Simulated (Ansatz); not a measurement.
AlCl$_{3}$: measurement beside calculation (Ansatz, PBE0-D4/def2-TZVP geometry).

```xyz
4

Al    0.000    0.000    0.000
Cl    1.771    0.487   -0.953
Cl   -1.662    1.211   -0.224
Cl   -0.108   -1.698    1.177
```

Enthalpy of formation at 298 K: -139.7 kcal/mol (zero for an element's reference state; older measured values of the G2 set, as listed by Staroverov and co-workers, J. Chem. Phys. 119, 12129, 2003). With their computed zero-point and thermal terms and the atoms' enthalpies of Curtiss and co-workers (1997) it gives an electronic atomization energy of 306.2 kcal/mol.

| level | atomization (kcal/mol) | error | error per bond |
| --- | --- | --- | --- |
| LDA (SPW92) | 344.3 | 38.0 | 12.7 |
| PBE-D4 | 310.3 | 4.0 | 1.3 |
| revPBE-D4 | 301.8 | -4.4 | -1.5 |
| BLYP-D4 | 297.1 | -9.1 | -3.0 |
| r2SCAN-D4 | 315.2 | 9.0 | 3.0 |
| B97M-V | 318.4 | 12.1 | 4.0 |
| PBE0-D4 | 308.4 | 2.1 | 0.7 |
| B3LYP-D4 | 300.2 | -6.1 | -2.0 |
| r2SCANh-D4 | 313.0 | 6.7 | 2.2 |
| r2SCAN0-D4 | 309.7 | 3.4 | 1.1 |
| HSE06-D4 | 308.6 | 2.4 | 0.8 |
| BHLYP-D4 | 296.7 | -9.5 | -3.2 |
| CAM-B3LYP-D4 | 302.2 | -4.0 | -1.3 |
| ωB97X-V | 311.0 | 4.7 | 1.6 |
| ωB97M-V | 312.0 | 5.8 | 1.9 |
| B2PLYP | 301.6 | -4.6 | -1.5 |
| PBE-QIDH | 311.5 | 5.3 | 1.8 |
| PBE | 307.0 | 0.8 | 0.3 |
| revPBE | 294.6 | -11.6 | -3.9 |
| BLYP | 290.4 | -15.9 | -5.3 |
| r2SCAN | 314.5 | 8.3 | 2.8 |
| PBE0 | 305.6 | -0.7 | -0.2 |
| B3LYP | 294.8 | -11.4 | -3.8 |
| r2SCANh | 312.2 | 5.9 | 2.0 |
| r2SCAN0 | 308.7 | 2.5 | 0.8 |
| HSE06 | 305.9 | -0.3 | -0.1 |
| BHLYP | 291.7 | -14.5 | -4.8 |
| CAM-B3LYP | 299.3 | -7.0 | -2.3 |
| LC-ωPBE | 305.3 | -1.0 | -0.3 |
| RPA@PBE/def2-TZVPP | 270.7 | -35.5 | -11.8 |
| HF/def2-TZVPP | 243.8 | -62.4 | -20.8 |
| MP2/def2-TZVPP | 316.7 | 10.5 | 3.5 |
| SCS-MP2/def2-TZVPP | 305.7 | -0.6 | -0.2 |
| CCSD/def2-TZVPP | 293.0 | -13.2 | -4.4 |
| CCSD(T)/def2-TZVPP | 299.4 | -6.8 | -2.3 |
| HF/def2-QZVPP | 244.3 | -62.0 | -20.7 |
| MP2/def2-QZVPP | 323.9 | 17.6 | 5.9 |
| SCS-MP2/def2-QZVPP | 313.2 | 7.0 | 2.3 |
| CCSD/def2-QZVPP | 300.6 | -5.6 | -1.9 |
| CCSD(T)/def2-QZVPP | 307.7 | 1.5 | 0.5 |
| HF/CBS(def2) | 244.3 | -61.9 | -20.6 |
| MP2/CBS(def2) | 328.8 | 22.6 | 7.5 |
| CCSD/CBS(def2) | 306.0 | -0.3 | -0.1 |
| CCSD(T)/CBS(def2) | 313.5 | 7.3 | 2.4 |

Functionals use def2-TZVPP; B3LYP here is the variant with VWN-RPA as its local correlation; programs differ in this. The calculations leave out spin–orbit coupling, scalar relativity and, for the correlated methods, core correlation; together these are worth up to about 1 kcal/mol a heavy atom. HSE06 is defined as in plane-wave codes. CBS extrapolates def2-TZVPP and def2-QZVPP. T1 = 0.018. CCSD(T)/CBS misses by more than these terms explain, and whether the calculation, the thermal terms or a tabulated enthalpy is at fault wasn't checked.
